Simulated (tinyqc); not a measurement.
CCSD on RHF in the sto-6g basis, frozen core, for H2O, spin multiplicity 1, step by step. One step of it, computed by the program tinyqc.

Problem. CCSD: starting amplitudes. t_ij^ab = <ij||ab> / (e_i + e_j - e_a - e_b), whose energy is MP2.

orbital energies (hartree): [-20.526150, -1.196807, -0.532723, -0.421925, -0.390006, 0.409829, 0.544231]

Two-electron integrals over orbitals (pq|rs), unique and non-zero (hartree); the lowest 1 orbital is frozen and left out:
```
(22|22) 0.728673    (32|22) 0.002106    (32|32) 0.125944    (33|22) 0.605840
(33|32) 0.000206    (33|33) 0.581536    (42|22) -0.032318   (42|32) 0.003617
(42|33) 0.001817    (42|42) 0.130082    (43|22) 0.011416    (43|32) 0.028861
(43|33) 0.008247    (43|42) -0.011492   (43|43) 0.058278    (44|22) 0.659901
(44|32) -0.013162   (44|33) 0.556907    (44|42) -0.089267   (44|43) 0.006948
(44|44) 0.686462    (52|52) 0.153201    (53|52) -0.005808   (53|53) 0.025970
(54|52) -0.040873   (54|53) 0.002846    (54|54) 0.045472    (55|22) 0.760582
(55|32) -0.008409   (55|33) 0.593403    (55|42) -0.079144   (55|43) 0.013856
(55|44) 0.682407    (55|55) 0.880663    (62|22) -0.123567   (62|32) 0.011707
(62|33) -0.061037   (62|42) -0.037595   (62|43) -0.003969   (62|44) -0.058085
(62|55) -0.132648   (62|62) 0.090763    (63|22) 0.030789    (63|32) 0.036029
(63|33) 0.020619    (63|42) -0.011077   (63|43) 0.041558    (63|44) 0.012943
(63|55) 0.033451    (63|62) -0.013557   (63|63) 0.079669    (64|22) -0.139120
(64|32) -0.010061   (64|33) -0.050611   (64|42) 0.047829    (64|43) -0.016126
(64|44) -0.131074   (64|55) -0.157673   (64|62) 0.058335    (64|63) -0.031408
(64|64) 0.107324    (65|52) -0.047990   (65|53) 0.005070    (65|54) -0.007961
(65|65) 0.032359    (66|22) 0.579935    (66|32) -0.026392   (66|33) 0.536672
(66|42) 0.044607    (66|43) -0.022917   (66|44) 0.541659    (66|55) 0.567825
(66|62) -0.084827   (66|63) -0.016682   (66|64) -0.046640   (66|66) 0.581575
(72|22) 0.030951    (72|32) 0.057839    (72|33) 0.007516    (72|42) -0.000606
(72|43) -0.025788   (72|44) 0.019786    (72|55) 0.031980    (72|62) -0.005537
(72|63) -0.024291   (72|64) -0.015316   (72|66) 0.017613    (72|72) 0.072185
(73|22) 0.171924    (73|32) -0.020941   (73|33) 0.087235    (73|42) -0.071828
(73|43) -0.000018   (73|44) 0.140421    (73|55) 0.203856    (73|62) -0.063325
(73|63) 0.007305    (73|64) -0.100182   (73|66) 0.051607    (73|72) 0.019072
(73|73) 0.160177    (74|22) 0.006885    (74|32) -0.066627   (74|33) 0.002348
(74|42) 0.001997    (74|43) -0.015200   (74|44) 0.014545    (74|55) 0.010775
(74|62) -0.011029   (74|63) -0.053394   (74|64) 0.007089    (74|66) 0.026788
(74|72) -0.015436   (74|73) 0.021646    (74|74) 0.066598    (75|52) 0.011206
(75|53) 0.023280    (75|54) -0.000858   (75|65) -0.001634   (75|75) 0.025891
(76|22) -0.002018   (76|32) -0.077980   (76|33) -0.000693   (76|42) -0.008562
(76|43) -0.061096   (76|44) 0.014599    (76|55) 0.004063    (76|62) 0.003702
(76|63) -0.062692   (76|64) 0.016403    (76|66) 0.032433    (76|72) 0.000599
(76|73) 0.024974    (76|74) 0.053541    (76|76) 0.101938    (77|22) 0.608430
(77|32) 0.031369    (77|33) 0.575234    (77|42) -0.019862   (77|43) 0.027123
(77|44) 0.567915    (77|55) 0.606567    (77|62) -0.058561   (77|63) 0.042906
(77|64) -0.062135   (77|66) 0.528957    (77|72) 0.015201    (77|73) 0.090051
(77|74) -0.020732   (77|76) -0.033150   (77|77) 0.605201
```

Give: Starting amplitudes; correlation energy.

Solution.

Starting amplitudes (spin orbitals 1a, 1b, ...; amplitudes related by a flip of all spins are not repeated; the 24 largest):
```
from      to          t
3a 3b  7a 7b     -0.074
4a 4b  6a 6b     -0.065
3a 4b  6b 7a     -0.052
3a 3b  6a 6b     -0.042
4a 4b  7a 7b     -0.034
2a 2b  6a 6b     -0.028
3a 4b  6a 7b      0.028
3a 4a  6a 7a     -0.025
2a 4b  6a 6b     -0.024
2a 3b  6a 7b      0.024
2a 2b  7a 7b     -0.021
5a 5b  6a 6b     -0.020
3a 4b  6a 6b      0.018
2a 3a  6a 7a      0.015
5a 5b  7a 7b     -0.014
3a 4b  7a 7b     -0.011
2a 3b  6b 7a     -0.009
2a 3b  7a 7b     -0.007
2a 4b  6b 7a     -0.006
2a 4b  7a 7b      0.006
2a 3b  6a 6b      0.005
2a 4b  6a 7b   4.29e-03
4a 4b  6a 7b  -3.94e-03
3a 3b  6a 7b  -3.62e-03
```

correlation energy = -0.05529 hartree
